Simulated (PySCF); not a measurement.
Computed XPS line lists of a few unrelated compounds.

Theory: PySCF, delta-SCF UKS SCAN, pcX-2 on the ionised atom, pcseg-1 elsewhere, spin-free X2C. Geometries: PBE0-D3(BJ)/def2-SVP; isolated species, one conformer each.

Line lists (1s up to Mg, 2p3/2 beyond, nothing for Ge; areas count atoms within a level, one atom standing for each set equivalent by bonding):
1. B 1s: 193.92 eV; N 1s: 408.24 eV
2. C 1s: 284.47 eV
3. C 1s: 289.52 eV; Si 2p3/2: 106.50 eV
4. C 1s: 290.76 eV; Si 2p3/2: 108.19 eV; Cl 2p3/2: 205.90 eV

Structures:
A. `[GeH2-][CH3]`
B. `C[Si](C)(Cl)Cl`
C. `[BH3-][NH3+]`
D. `C1[SiH2]C[SiH2]1`

Question: Which list belongs to which compound?

Answer: 
- 1 = C: no other candidate has this set of levels. B 1s: 193.92 four-coordinate boron; N 1s: 408.24 nitrogen bonded to B and 3 H.
- 2 = A: no other candidate has this set of levels. C 1s: 284.47 sp3 carbon bound to germanium.
- 3 = D: no other candidate has this set of levels. C 1s: 289.52 sp3 carbon bound to silicon (×2); Si 2p3/2: 106.50 SiH2 silicon (×2).
- 4 = B: no other candidate has this set of levels. C 1s: 290.76 Si-methyl carbon (×2); Si 2p3/2: 108.19 chlorine-bound silicon; Cl 2p3/2: 205.90 silicon-bound chlorine (×2).

2p3/2 and 2p1/2 are the ΔSCF energy of one spin-free 2p hole plus the eigenvalues of a spin–orbit and ligand-field matrix of the shell.
